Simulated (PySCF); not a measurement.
How good is the calculation?

Molfile (atoms numbered from 1):
```
H2O2
     RDKit          3D

  4  3  0  0  0  0  0  0  0  0999 V2000
    0.5779   -0.0207    0.4103 O   0  0  0  0  0  0  0  0  0  0  0  0
   -0.5730    0.0237   -0.4220 O   0  0  0  0  0  0  0  0  0  0  0  0
    1.2958    0.0193   -0.2344 H   0  0  0  0  0  0  0  0  0  0  0  0
   -1.2904   -0.0176    0.2232 H   0  0  0  0  0  0  0  0  0  0  0  0
  1  2  1  0
  1  3  1  0
  2  4  1  0
M  END
```

PySCF 2.14.0 with density-fitted response routines calculation with shielding tensors at PBE0/pcSseg-1 (GIAO) and GFN2-xTB structure; one averaged value for each set of equivalent atoms, relativity neglected, in vacuum, single conformer.

Reference values: measured (water; Olsson, Cremer, J. Phys. Chem. 1996, 100, 16881).
```csv
atoms,quantity,reference,computed
O1/O2,δ $^{17}$O vs H2O (gas),210.1,203.9
```

Reference values: measured (solution, H2O; L. Olsson, D. Cremer, J. Phys. Chem. 100 (1996) 16881).
```json
{"atoms": "O1/O2", "quantity": "δ $^{17}$O vs gaseous H2O", "reference": "210.1", "computed": "203.9"}
```

Computed shifts are σ(ref) − σ with the named reference compound (TMS for H and C) calculated as an isolated molecule at the same level. The measured values may be among those fitted. Shieldings were converted by a linear fit to measured shifts: $^{17}$O: δ = 266.70 − 0.911σ (rms 10.7 ppm, 155 shifts, 12.2 ppm with the 3 outliers that the fit left out vs liquid water, solution or neat liquid). A few per cent of atoms miss by over 2 rms, more outside the fitted compound classes.

Question: How far are the unscaled $^{17}$O shifts from the references?

Answer: Mean signed difference -6.20 ppm, mean absolute 6.20 ppm over 2 comparisons; the largest is -6.2 ppm at O1/O2 (oxygen bonded to O, H).

2 of the 3 published NMR values on file for this molecule are compared. The rest: values from further sources.
